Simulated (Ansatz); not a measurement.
Consider the isomerisation: `C=C=C(N)F` → `NC1(F)C=C1`.

Gas-phase electronic energies from Ansatz, PBE0-D4/def2-TZVP geometries. CCSD(T)/CBS adds triple-zeta CCSD(T) − MP2 to the extrapolated MP2 energy (def2 sets, frozen cores). Functionals use def2-TZVPP. Each species was taken in one conformer, which may not be the lowest.

| level | ΔE (kcal/mol) |
| --- | --- |
| BHLYP-D4 | 12.1 |
| r2SCAN | 11.7 |

Question: What does CCSD(T)/CBS give? (Estimate.)

Answer: Ansatz gave: +9.5 kcal/mol. The listed levels differ from it by 2.6, 2.2 kcal/mol.

Question: What do rigid-rotor, harmonic-oscillator terms from PBE0-D4/def2-TZVP frequencies (298.15 K, 1 bar) make of the CCSD(T)/CBS value? (Estimate.)

Answer: Ansatz gave: ΔZPE = 0.0 kcal/mol, ΔH = +9.1 kcal/mol, ΔS = -13 J/(mol·K), ΔG = +10.0 kcal/mol.

Largest T1 diagnostic among the species: 0.012.

From r2SCAN to r2SCAN0 (25 % exact exchange), in def2-TZVPP and without D4, ΔE moves by −2.3 kcal/mol. In def2-TZVPP, CCSD(T) changes the Hartree–Fock value by −1.4 kcal/mol (the triples alone add +0.4 kcal/mol) and MP2 by −4.5 kcal/mol.
